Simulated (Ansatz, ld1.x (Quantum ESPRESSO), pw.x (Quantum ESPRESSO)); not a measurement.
## nickel: one change to the RRKJ potential, in the atom and in the bcc crystal

```
Element                 : nickel
Generator               : ld1.x (Quantum ESPRESSO) 7.5
Type                    : norm-conserving RRKJ (Kleinman–Bylander form)
Functional              : PBEsol
Relativity              : scalar-relativistic
Frozen core             : [Ar]
Valence charge          : 10
Reference configuration : 3d8 4s2 4p0
Partial waves           : 4p (bound, empty): rc 3.10 bohr; 3d (bound): rc 1.50 bohr; 4s (bound): rc 1.55 bohr
Local potential         : the s channel
Core correction         : none
rho0                    : 0.001
```

Change: all radii scaled by about 1.20 (s 1.86, p 3.70, d 1.80 bohr).

Cutoffs, loose and tight: the cutoffs (Ry, on a coarse ladder) from which the occupation-weighted sum of valence levels, in a spherical-Bessel basis at the reference potential, stays within 10 and 1 mRy of its value at 400 Ry. They do not see the model core or the augmentation charge, which bear on the density cutoff. Test errors are all-electron minus pseudo excitation energies from the reference, over the configurations 3d8 4s1 4p0; 3d8 4s0 4p0; 3d7 4s0 4p0; 3d9 4s1 4p0; 3d8 4s1.5 4p0; 3d8 4s0 4p1; 3d8 4s1 4p1; variants that change the core or the reference have their own tests.

Crystal test: bcc Ni in pw.x 7.5, no spin, 17³ k-points, Fermi–Dirac smearing 0.01 Ry, cutoffs set for each file from its atomic test. The reference is all-electron LAPW (Ansatz 0.2.0) with the same functional, mesh and smearing; V0 and B0 come from Birch–Murnaghan fits to the pressures at five volumes. Errors are pseudo minus all-electron; Δ is the rms difference of the E(V) curves that follow from these fits, minima aligned, over ±6 % about the mean V0. Mesh and smearing are coarse, so the numbers serve the comparison and aren't converged zero-temperature values; the lattice is a test structure that the element need not adopt. Spin polarisation and strong correlation are left out, which matters for this element.

All-electron: a0 = 2.754 Å (V0 = 10.44 Å³/atom), B0 = 224.2 GPa.

Problem. Does the change bring the crystal closer to the all-electron result?

Solution. The mean pressure error goes from +9.49 to +13.54 GPa, so the change moves the solid further from the all-electron pressures.

| quantity | base | changed |
| --- | --- | --- |
| outcome (atom) | generated | generated |
| cutoff, loose (atom) | 80 Ry | 60 Ry |
| cutoff, tight (atom) | 120 Ry | 90 Ry |
| bound ghosts (atom) | none | none |
| largest test error (meV) (atom) | -226 | -128 over the solved tests; 1 of 7 tests not solved or not reliable |
| cutoffs in pw.x (Ry) | 145/580 | 110/440 |
| a0 (Å) | 2.790 | – |
| a0 error (%) | +1.32 | – |
| B0 error (%) | -2.6 | – |
| Δ (meV/atom) | 20.4 | – |
| mean pressure error (GPa) | +9.49 | +13.54 |

A dash: not determined, or the minimum lies outside the volumes sampled.

Base: The largest radius (3.10 bohr) exceeds half the bond length (2.25 bohr), so the spheres overlap, which is one possible source of error among others. This is a poor potential for the solid. Changed file: The largest radius (3.70 bohr) exceeds half the bond length (2.25 bohr), so the spheres overlap, which is one possible source of error among others. This is a poor potential for the solid. Atomic configuration tests: 1 of 7 tests not solved or not reliable. The atomic cutoffs weigh occupied waves only.
